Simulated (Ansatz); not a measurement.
System: chalcopyrite CdGeAs2. Method: PBEsol (PAW; Ansatz, a first-principles code).

Run with plane-wave cutoff 520 eV, 8×8×8 k mesh, Fermi–Dirac smearing 0.01 eV, scalar-relativistic PAW data made under PBE.

Energies at three volumes about the minimum:

| V (Å³/atom) | E − E_lowest (meV/atom) |
|---|---|
| 24.464 | 1.95 |
| 24.964 | 0.00 |
| 25.463 | 1.83 |

### Question
Fit a parabola by hand: where is the minimum, and what is the bulk modulus?

### Answer
Slopes: (0.00 − 1.95)/(24.964 − 24.464) = -3.900 and (1.83 − 0.00)/(25.463 − 24.964) = 3.667 meV/Å³. Curvature E″ = 2 × (3.667 − (-3.900))/(25.463 − 24.464) = 15.149 meV/Å⁶. From the middle of the first interval, the slope vanishes at V0 = 24.7140 − (-3.900)/15.149 = 24.971 Å³/atom. B = V0 E″ = 24.971 × 15.149 meV/Å³ × 0.1602 GPa per meV/Å³ = 60.6 GPa. The full Birch–Murnaghan fit to all volumes gives V0 = 24.962 Å³/atom and B0 = 60.7 GPa.

Shape and atoms are relaxed at each volume.

Measured, for comparison: bulk modulus 69.9 GPa (temperature not stated, not corrected to a static lattice; as tabulated in Toher et al. (2017), arXiv:1611.05714). Computed less measured: bulk modulus -13 %.

Note: this level leaves the solid without a gap, although one is measured.
